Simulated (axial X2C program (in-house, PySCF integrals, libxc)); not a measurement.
## Worked dissociation energy of AlS⁺: TPSSh, without spin–orbit coupling

Computed with an in-house relativistic program for diatomic molecules. Spin-free means the one-electron spin-free X2C Hamiltonian. Basis: S dyall-av3z [9s8p3d2f], Al dyall-v3z [8s8p2d1f] (cores contracted in-house); Gaussian nuclei, density fitting, unrestricted open shells. Masses: S 31.972 u, Al 26.982 u.

Molecular state: M_S = 1, Λ = 1 (beyond evenly filled blocks: σα, π+α, π+β, π-α).

- E(S) (2M_S = 2, M_L = 0): -399.232659 hartree
- E(Al+) (2M_S = 0, M_L = 0): -242.594986 hartree
- E(AlS⁺) at Re: -641.867764 hartree
- ωe: 466.6 cm⁻¹
- ωexe: 4.11 cm⁻¹

(1) Work out De and D0.

One determinant describes the state; a PBE0 search over occupations chose it and may have missed a lower one. De is counted from the lowest determinant-based energies of the atoms at the same level, without counterpoise correction. Other states lie close and PBE0, whose exact exchange favours high spin, may order them wrongly; the determinant shown need not be the ground state. The nearest other spin-free determinant of the search, M_S = 0, Λ = 1, lies 0.11 eV up at the distance of the search. The functionals have no current-density term, which raises determinants with orbital currents, atoms included.

Each atomic determinant is the lowest at this level and need not be a pure term. Totals compare only within one Hamiltonian and basis.

Results:

(1) De = -399.232659 + (-242.594986) − (-641.867764) = 0.04012 hartree = 1.092 eV. The zero-point energy is ωe/2 − ωexe/4 = 232 cm⁻¹ = 0.029 eV, so D0 = 1.063 eV.
